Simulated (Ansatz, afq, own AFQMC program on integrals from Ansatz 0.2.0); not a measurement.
# BNH (quartet): AFQMC on the coupled-cluster ladder at distance B1–N2 = 1.214 Å, cc-pVDZ

Aim: compute BNH (quartet) with auxiliary-field quantum Monte Carlo on the same integrals as coupled cluster, and set the energies side by side.

Computed with Ansatz 0.2.0, Gaussian basis, and an in-house AFQMC program (afq) on its integrals; all values are calculated. Level: cc-pVDZ, frozen cores.

Plan: PBE (unrestricted); r2SCAN (unrestricted); PBE0 (unrestricted); B3LYP (unrestricted); wB97M-V (unrestricted); B2PLYP (unrestricted); CCSD(T) on UHF; CCSDT(Q) on UHF; Phaseless AFQMC, CISD trial on UHF; Phaseless AFQMC, CID trial on UHF.

2 further runs of the same task are left out: 2 that didn't finish.

### 1 The system

The geometry derives from a PBE0/def2-TZVP stationary point (not a proven minimum). One bond is set to the value named and the two fragments are kept rigid.

3 atoms, charge 0, spin multiplicity 4.

Atoms are counted from 1 here; the program's logs count them from 0.

Bond lengths: B1–N2 1.214 Å, B1–H3 1.206 Å. Angles: N2–B1–H3 117.0°.

### 2 PBE (unrestricted)

The input, in.yaml:

```yaml
crystal:
  periodic: [false, false, false]
  atoms:
    - {symbol: B, position_ang: [0.000000, -0.156799, 0.618868]}
    - {symbol: N, position_ang: [0.000000, 0.063438, -0.574987]}
    - {symbol: H, position_ang: [0.000000, 0.800235, 1.352349]}
basis:
  gaussian: {orbitals: cc-pVDZ}
magnetization: {spin_polarized: true, initial_magnetization: 3}
hamiltonian: {xc: {name: PBE}}
output: {orbitals: {seedname: orbitals}}
```

Launch:

```sh
> ansatz run in.yaml --threads 1 --pin off --events-out ev --progress --plain --max-ram 1382MiB
```

The program printed:

```text
Functional definition: PBE
  name "PBE"
  cite "Perdew, Burke & Ernzerhof, Phys. Rev. Lett. 77, 3865 (1996) doi:10.1103/PhysRevLett.77.3865"
  parent pbe
  parameter kappa = 0.804
  parameter beta = 0.06672455060314922
  exchange = pbe_x(kappa = kappa, mu = beta*pi^2/3)
  correlation = pbe_c(beta = beta)
410 factors; their error is unknown
mean field evaluation 1: about -2169.6492 eV, gradient 1.8e1 eV
mean field evaluation 2: about -2168.4074 eV, gradient 2.4e1 eV
mean field evaluation 4: about -2171.3192 eV, gradient 6.4e-1 eV
mean field evaluation 8: about -2171.3015 eV, gradient 2.0e-2 eV
mean field evaluation 16: about -2171.3015 eV, gradient 6.7e-5 eV
mean field evaluation 32: about -2170.8878 eV, gradient 8.9e-1 eV
mean field -2171.30151231 eV, -79.7938588165 hartree, gradient 4.3e-6 eV, S^2 3.752792; 4 other end points of the search recorded, 0 dependent functions left out
reference -2171.30153819 eV, -79.7938597675 hartree; 8, 5 occupied and 25, 28 virtual orbitals, 410 factors
Total energy: -2171.30153819 eV, -79.7938597675 hartree
```

Wall time 1.3 s (1 thread of Arm Neoverse V1, shared host).

From the report: ⟨S²⟩ of the determinant 3.753 (pure quartet: 3.75).

### 3 r2SCAN (unrestricted)

Edit in.yaml of step 2 so:

```diff
@@ -9,3 +9,2 @@
 magnetization: {spin_polarized: true, initial_magnetization: 3}
-hamiltonian: {xc: {name: PBE}}
-output: {orbitals: {seedname: orbitals}}
+hamiltonian: {xc: {name: r2SCAN}}
```

Launched as before.

The program printed:

```text
Functional definition: r2SCAN
  name "r2SCAN"
  cite "Furness, Kaplan, Ning, Perdew & Sun, J. Phys. Chem. Lett. 11, 8208 (2020) doi:10.1021/acs.jpclett.0c02405"
  cite "Furness, Kaplan, Ning, Perdew & Sun, J. Phys. Chem. Lett. 11, 9248 (2020) doi:10.1021/acs.jpclett.0c03077"
  parent r2scan
  parameter k0 = 0.174
  parameter k1 = 0.065
  parameter a1 = 4.9479
  exchange = r2scan_x(k0 = k0, k1 = k1, a1 = a1)
  correlation = r2scan_c
410 factors; their error is unknown
mean field evaluation 1: about -2171.9551 eV, gradient 1.6e1 eV
mean field evaluation 2: about -2171.8142 eV, gradient 1.7e1 eV
mean field evaluation 4: about -2173.2185 eV, gradient 5.7e-1 eV
mean field evaluation 8: about -2173.2031 eV, gradient 2.8e-2 eV
mean field evaluation 16: about -2173.2031 eV, gradient 6.4e-5 eV
mean field evaluation 32: about -2172.8006 eV, gradient 1.1e0 eV
mean field -2173.20310439 eV, -79.8637410365 hartree, gradient 8.2e-6 eV, S^2 3.755728; 4 other end points of the search recorded, 0 dependent functions left out
reference -2173.20311237 eV, -79.8637413295 hartree; 8, 5 occupied and 25, 28 virtual orbitals, 410 factors
Total energy: -2173.20311237 eV, -79.8637413295 hartree
```

Wall time 3.6 s (1 thread of Arm Neoverse V1, shared host).

From the report: ⟨S²⟩ of the determinant 3.756 (pure quartet: 3.75).

### 4 PBE0 (unrestricted)

Edit in.yaml of step 3 so:

```diff
@@ -9,2 +9,3 @@
 magnetization: {spin_polarized: true, initial_magnetization: 3}
-hamiltonian: {xc: {name: r2SCAN}}
+hamiltonian: {xc: {name: PBE0}}
+output: {orbitals: {seedname: orbitals}}
```

Same command.

The program printed:

```text
Functional definition: PBE0
  name "PBE0"
  cite "Adamo & Barone, J. Chem. Phys. 110, 6158 (1999) doi:10.1063/1.478522"
  cite "Perdew, Burke & Ernzerhof, Phys. Rev. Lett. 77, 3865 (1996) doi:10.1103/PhysRevLett.77.3865"
  parent pbe
  parameter a = 0.25
  parameter kappa = 0.804
  parameter beta = 0.06672455060314922
  exchange = (1 - a)*pbe_x(kappa = kappa, mu = beta*pi^2/3) + a*exact_x
  correlation = pbe_c(beta = beta)
311 factors; integrals over basis functions are off by at most 9.4e-4 eV
mean field evaluation 1: about -2170.8276 eV, gradient 1.3e1 eV
mean field evaluation 2: about -2171.1379 eV, gradient 1.1e1 eV
mean field evaluation 4: about -2171.7323 eV, gradient 4.6e-1 eV
mean field evaluation 8: about -2171.7386 eV, gradient 4.1e-2 eV
mean field evaluation 16: about -2171.7387 eV, gradient 2.3e-5 eV
mean field -2171.73870642 eV, -79.8099254035 hartree, gradient 2.3e-5 eV, S^2 3.753975; 1 other end points of the search recorded, 0 dependent functions left out
reference -2171.73872571 eV, -79.8099261125 hartree; 8, 5 occupied and 25, 28 virtual orbitals, 311 factors
Total energy: -2171.73872571 eV, -79.8099261125 hartree
```

Wall time 0.66 s (1 thread of Arm Neoverse V1, shared host).

From the report: ⟨S²⟩ of the determinant 3.754 (pure quartet: 3.75).

### 5 B3LYP (unrestricted)

Edit in.yaml of step 4 so:

```diff
@@ -9,3 +9,2 @@
 magnetization: {spin_polarized: true, initial_magnetization: 3}
-hamiltonian: {xc: {name: PBE0}}
-output: {orbitals: {seedname: orbitals}}
+hamiltonian: {xc: {name: B3LYP}}
```

Same command.

The program printed, cut to the lines that bear on the results:

```text
Functional definition: B3LYP
  name "B3LYP"
  cite "Stephens, Devlin, Chabalowski & Frisch, J. Phys. Chem. 98, 11623 (1994) doi:10.1021/j100096a001"
  cite "Becke, Phys. Rev. A 38, 3098 (1988) doi:10.1103/PhysRevA.38.3098"
  cite "Lee, Yang & Parr, Phys. Rev. B 37, 785 (1988) doi:10.1103/PhysRevB.37.785"
  cite "Vosko, Wilk & Nusair, Can. J. Phys. 58, 1200 (1980) doi:10.1139/p80-159"
[...]
311 factors; integrals over basis functions are off by at most 9.4e-4 eV
[...]
mean field -2174.55442893 eV, -79.9134012972 hartree, gradient 6.9e-6 eV, S^2 3.753854; 1 other end points of the search recorded, 0 dependent functions left out
reference -2174.55459698 eV, -79.9134074729 hartree; 8, 5 occupied and 25, 28 virtual orbitals, 311 factors
Total energy: -2174.55459698 eV, -79.9134074729 hartree
```

It took 0.7 s on 1 thread of Arm Neoverse V1, shared host.

From the report: ⟨S²⟩ of the determinant 3.754 (pure quartet: 3.75).

### 6 wB97M-V (unrestricted)

Edit in.yaml of step 5 so:

```diff
@@ -9,2 +9,3 @@
 magnetization: {spin_polarized: true, initial_magnetization: 3}
-hamiltonian: {xc: {name: B3LYP}}
+hamiltonian: {xc: {name: wB97M-V}}
+output: {orbitals: {seedname: orbitals}}
```

Same command.

The program printed, cut to the lines that bear on the results:

```text
Functional definition: wB97M-V
  name "wB97M-V"
  cite "Mardirossian & Head-Gordon, J. Chem. Phys. 144, 214110 (2016) doi:10.1063/1.4952647"
  cite "Becke, J. Chem. Phys. 107, 8554 (1997) doi:10.1063/1.475007"
  cite "Vydrov & Van Voorhis, J. Chem. Phys. 133, 244103 (2010) doi:10.1063/1.3521275"
  # Of w^i u^j: cxij and so on, Table III.
[...]
  gx(w, u) = 1 - cx + cx01*u + cx10*w
  gss(w, u) = css00 + css04*u^4 + css10*w + css20*w^2 + css43*w^4*u^3
  gos(w, u) = cos00 + cos10*w + (cos20 + cos21*u)*w^2 + (cos60 + cos61*u)*w^6
[...]
      + integral(e_c_pw_mod_opposite_spin*gos(b97_w_opposite, b97_u_opposite)) + vv10(b, c)
311 factors; integrals over basis functions are off by at most 9.4e-4 eV
96 factors; integrals over basis functions are off by at most 4.6e-6 eV
[...]
mean field -2173.48198491 eV, -79.8739897063 hartree, gradient 1.8e-5 eV, S^2 3.753286; 1 other end points of the search recorded, 0 dependent functions left out
reference -2173.48201067 eV, -79.8739906530 hartree; 8, 5 occupied and 25, 28 virtual orbitals, 311 factors
Total energy: -2173.48201067 eV, -79.8739906530 hartree
```

Run time: 2.6 s. Hardware: 1 thread of Arm Neoverse V1, shared host.

From the report: ⟨S²⟩ of the determinant 3.753 (pure quartet: 3.75).

### 7 B2PLYP (unrestricted)

Edit in.yaml of step 6 so:

```diff
@@ -9,3 +9,3 @@
 magnetization: {spin_polarized: true, initial_magnetization: 3}
-hamiltonian: {xc: {name: wB97M-V}}
-output: {orbitals: {seedname: orbitals}}
+hamiltonian: {xc: {name: B2PLYP}}
+correlation: {electrons: outside_noble_gas}
```

Same command.

The program printed, cut to the lines that bear on the results:

```text
Functional definition: B2PLYP
  name "B2PLYP"
  cite "Grimme, J. Chem. Phys. 124, 034108 (2006) doi:10.1063/1.2148954"
  cite "Becke, Phys. Rev. A 38, 3098 (1988) doi:10.1103/PhysRevA.38.3098"
  cite "Lee, Yang & Parr, Phys. Rev. B 37, 785 (1988) doi:10.1103/PhysRevB.37.785"
[...]
311 factors; integrals over basis functions are off by at most 9.4e-4 eV
[...]
mean field -2170.81784275 eV, -79.7760842880 hartree, gradient 5.7e-6 eV, S^2 3.755925; 2 other end points of the search recorded, 0 dependent functions left out
2 core orbitals not correlated: weight in the atoms' cores, before any rotation towards them, 1.000 or more for the frozen orbitals, at most 0.000 for the correlated occupied ones
reference -2170.81794916 eV, -79.7760881985 hartree; 6, 3 occupied and 25, 28 virtual orbitals, 311 factors
second order -4.96928404 eV of doubles, -0.00000000 eV of singles
Total energy: -2172.15965586 eV, -79.8253950100 hartree
```

It took 0.9 s on 1 thread of Arm Neoverse V1, shared host.

From the report: ⟨S²⟩ of the determinant 3.756 (pure quartet: 3.75).

### 8 CCSD(T) on UHF

Edit in.yaml of step 7 so:

```diff
@@ -9,3 +9,2 @@
 magnetization: {spin_polarized: true, initial_magnetization: 3}
-hamiltonian: {xc: {name: B2PLYP}}
-correlation: {electrons: outside_noble_gas}
+correlation: {method: ccsd_t, electrons: outside_noble_gas, hamiltonian_folder: ham}
```

Launched as before.

The program printed, cut to the lines that bear on the results:

```text
Functional definition: HF
  name "HF"
  cite "Fock, Z. Phys. 61, 126 (1930) doi:10.1007/BF01340294"
  parent pbe
[...]
311 factors; integrals over basis functions are off by at most 9.4e-4 eV
[...]
mean field -2163.39350547 eV, -79.5032449253 hartree, gradient 2.7e-6 eV, S^2 3.758904; 7 other end points of the search recorded, 0 dependent functions left out
determinant -2163.39350547 eV, -79.5032449253 hartree, with singles and doubles -2168.19505066 eV, -79.6796984562 hartree
determinant -2162.55508697 eV, -79.4724336136 hartree, with singles and doubles -2167.61965750 eV, -79.6585531478 hartree
determinant -2161.40714626 eV, -79.4302475705 hartree, with singles and doubles -2166.34091714 eV, -79.6115603061 hartree
determinant -2160.77633527 eV, -79.4070656945 hartree, with singles and doubles -2165.74464659 eV, -79.5896477679 hartree
2 core orbitals not correlated: weight in the atoms' cores, before any rotation towards them, 1.000 or more for the frozen orbitals, at most 0.000 for the correlated occupied ones
reference -2163.39350547 eV, -79.5032449253 hartree; 6, 3 occupied and 25, 28 virtual orbitals, 311 factors
second order -3.99295121 eV of doubles, -0.00000000 eV of singles
cycle   1  -4.80188348 eV  change   -3.4e-4 eV  update   3.2e-3
[...]
cycle   9  -4.80625134 eV  change    7.6e-6 eV  update   8.2e-6
perturbative correction -0.09802097 eV, -0.0036022040 hartree
Total energy: -2168.29777778 eV, -79.6834736084 hartree
```

Wall time 1.2 s (1 thread of Arm Neoverse V1, shared host).

From the report: ⟨S²⟩ of the determinant 3.759 (pure quartet: 3.75); correlation -4.9043 eV; T1 0.027; largest double amplitude 0.03.

This run also writes the integrals to the folder ham.

### 9 CCSDT(Q) on UHF

Edit in.yaml of step 8 so:

```diff
@@ -9,2 +9,2 @@
 magnetization: {spin_polarized: true, initial_magnetization: 3}
-correlation: {method: ccsd_t, electrons: outside_noble_gas, hamiltonian_folder: ham}
+correlation: {method: ccsdt_q, electrons: outside_noble_gas}
```

Launched as before.

The program printed, cut to the lines that bear on the results:

```text
Functional definition: HF
  name "HF"
  cite "Fock, Z. Phys. 61, 126 (1930) doi:10.1007/BF01340294"
  parent pbe
[...]
603 factors; integrals over basis functions are off by at most 1.8e-7 eV
[...]
mean field -2163.39353973 eV, -79.5032461844 hartree, gradient 2.7e-6 eV, S^2 3.758904; 7 other end points of the search recorded, 0 dependent functions left out
determinant -2163.39353973 eV, -79.5032461844 hartree, with singles and doubles -2168.19507977 eV, -79.6796995262 hartree
determinant -2162.55512103 eV, -79.4724348653 hartree, with singles and doubles -2167.61968696 eV, -79.6585542305 hartree
determinant -2161.40718233 eV, -79.4302488962 hartree, with singles and doubles -2166.34094975 eV, -79.6115615046 hartree
determinant -2160.77637960 eV, -79.4070673233 hartree, with singles and doubles -2165.74468443 eV, -79.5896491584 hartree
2 core orbitals not correlated: weight in the atoms' cores, before any rotation towards them, 1.000 or more for the frozen orbitals, at most 0.000 for the correlated occupied ones
reference -2163.39353973 eV, -79.5032461844 hartree; 6, 3 occupied and 25, 28 virtual orbitals, 603 factors
second order -3.99295760 eV of doubles, -0.00000000 eV of singles
cycle   1  -4.56309289 eV  change   -5.7e-1 eV  update   5.8e-2
[...]
cycle  21  -4.92813562 eV  change    5.9e-7 eV  update   7.3e-7
perturbative correction -0.00515222 eV, -0.0001893407 hartree
Total energy: -2168.32682757 eV, -79.6845411686 hartree
```

It took 9.5 s on 1 thread of Arm Neoverse V1, shared host.

From the report: ⟨S²⟩ of the determinant 3.759 (pure quartet: 3.75); correlation -4.9333 eV; T1 0.030; largest double amplitude 0.04.

### 10 Phaseless AFQMC, CISD trial on UHF

It reads the integrals that the CCSD(T) run on this determinant wrote.

Launch:

```sh
> afq ham --method phaseless --trial cisd --walkers 60 --populations 1 --least-time 40 --time-step 0.005 --steps-per-block 50 --equilibration-blocks 28 --max-blocks 300 --target-error 0.00036 --factor-cut 1e-05 --start spin_pure --seed 7473 --release-times 0.24,0.51,0.99,1.62,2.4 --release-step 0.03 --release-every 4 --taylor-order 6
```

The program printed:

```text
orbitals 31  electrons 6 3  factors 238 of 311
reference energy -79.50324493 Eh
CCSD correlation -0.17662649 Eh in 15 cycles, weight of the determinant in the CISD state 0.9171
energy of the start -79.679748 Eh
 block  time / (1/Eh)  mean weight  energy / Eh
     1     0.250  1.0019  -79.678963
     2     0.500  0.9989  -79.679447
     3     0.750  0.9979  -79.680873
     4     1.000  1.0015  -79.683538
     5     1.250  1.0008  -79.685201
     6     1.500  1.0011  -79.683728
     7     1.750  1.0014  -79.683937
     8     2.000  0.9984  -79.683536
     9     2.250  1.0008  -79.683632
    10     2.500  0.9986  -79.682115
    13     3.250  0.9999  -79.683088
    17     4.250  0.9997  -79.681181
    21     5.250  0.9974  -79.687571
    25     6.250  0.9990  -79.687344
    29     7.250  1.0010  -79.685279
    33     8.250  0.9983  -79.684016
    37     9.250  1.0016  -79.682901
    41    10.250  0.9982  -79.684127
    45    11.250  1.0006  -79.683476
    49    12.250  1.0012  -79.681913
    53    13.250  1.0013  -79.681027
    57    14.250  0.9983  -79.682766
    61    15.250  1.0033  -79.682034
    65    16.250  1.0014  -79.682174
    69    17.250  0.9998  -79.688649
    73    18.250  1.0014  -79.685289
    77    19.250  1.0012  -79.685837
    81    20.250  1.0010  -79.686226
    85    21.250  0.9991  -79.683899
    89    22.250  0.9994  -79.684305
    93    23.250  1.0021  -79.682100
    97    24.250  1.0003  -79.681494
   101    25.250  1.0003  -79.683592
   105    26.250  1.0002  -79.686116
   109    27.250  1.0016  -79.683720
   113    28.250  1.0029  -79.681928
   117    29.250  0.9996  -79.683520
   121    30.250  0.9990  -79.682083
   125    31.250  1.0018  -79.684078
   129    32.250  0.9980  -79.682206
   133    33.250  1.0020  -79.683041
   137    34.250  0.9995  -79.680344
   141    35.250  1.0018  -79.680560
   145    36.250  1.0039  -79.682008
   149    37.250  0.9994  -79.681524
   153    38.250  1.0016  -79.686152
   157    39.250  0.9984  -79.684433
   161    40.250  0.9988  -79.689252
   165    41.250  0.9984  -79.680283
   169    42.250  0.9994  -79.685696
   173    43.250  1.0016  -79.683103
   177    44.250  0.9997  -79.682820
   181    45.250  0.9987  -79.681847
   185    46.250  0.9987  -79.681012
blocks merged  error / Eh  count
     1  0.000182  160
     2  0.000217  80
     4  0.000264  40
     8  0.000310  20
    16  0.000306  10
released: time / (1/Eh)  energy / Eh  error  mean overlap
  0.24  -79.684236  0.000374  0.9978
  0.51  -79.684577  0.000336  0.9978
  0.99  -79.684370  0.000297  0.9939
  1.62  -79.684318  0.000367  1.0171
  2.40  -79.683689  0.000500  1.0446
energy -79.683854 +/- 0.000310 Eh
```

Wall time 2.7 min (1 thread of Arm Neoverse V1, shared host).

Energy -2168.3081 ± 0.0084 eV. Caveats: constraint bias not in the error.

### 11 Phaseless AFQMC, CID trial on UHF (settings varied)

It reads the integrals that the CCSD(T) run on this determinant wrote.

Launch:

```sh
> afq ham --method phaseless --trial cid --walkers 10 --populations 1 --least-time 40 --time-step 0.02 --steps-per-block 25 --equilibration-blocks 6 --max-blocks 5 --target-error 0.00072 --factor-cut 1e-05 --start spin_pure --seed 5656 --taylor-order 4
```

The program printed:

```text
orbitals 31  electrons 6 3  factors 238 of 311
reference energy -79.50324493 Eh
CCSD correlation -0.17662649 Eh in 15 cycles, weight of the determinant in the CISD state 0.9171
energy of the start -79.681240 Eh
 block  time / (1/Eh)  mean weight  energy / Eh
     1     0.500  0.9979  -79.683345
     2     1.000  1.0262  -79.682637
     3     1.500  1.0101  -79.694623
     4     2.000  0.9909  -79.685132
     5     2.500  0.9903  -79.680743
     6     3.000  0.9946  -79.681543
     7     3.500  1.0176  -79.683384
     8     4.000  1.0118  -79.682061
     9     4.500  0.9870  -79.681580
    10     5.000  0.9843  -79.681983
    11     5.500  1.0048  -79.693043
no energy: too few blocks
```

It took 0.8 s on 1 thread of Arm Neoverse V1, shared host.

No energy. The run doesn't count as converged.

### 12 AFQMC on the ladder

On the UHF determinant, counted from CCSDT(Q) (a yardstick, not exact):

| level | energy (eV) | from CCSDT(Q) (kcal/mol) | statistical error (kcal/mol) | time |
| --- | --- | --- | --- | --- |
| HF | -2163.3935 | +113.77 |  |  |
| MP2 | -2167.3865 | +21.69 |  |  |
| CCSD | -2168.1998 | +2.93 |  |  |
| CCSD(T) | -2168.2978 | +0.67 |  |  |
| CCSDT(Q) | -2168.3268 | 0.00 |  |  |
| Phaseless AFQMC, CISD trial, step 0.005, 60 walkers | -2168.3081 | +0.43 | 0.19 | 2.7 min |

The functionals' totals stand on their own zeros and serve differences with other points: PBE -2171.302 eV; r2SCAN -2173.203 eV; PBE0 -2171.739 eV; B3LYP -2174.555 eV; wB97M-V -2173.482 eV; B2PLYP -2172.160 eV.

### 13 Outcome

| quantity | value |
| --- | --- |
| CCSD(T) on UHF from CCSDT(Q) | +0.67 kcal/mol |
| Phaseless AFQMC, CISD trial on UHF from CCSDT(Q) | +0.43 ± 0.19 kcal/mol |

**Reading.** On UHF the phaseless walk with the CISD trial lies +0.43 kcal/mol from CCSDT(Q), within three error bars. Error bars are statistical and leave out the constraint, the time step and what remains of the start.
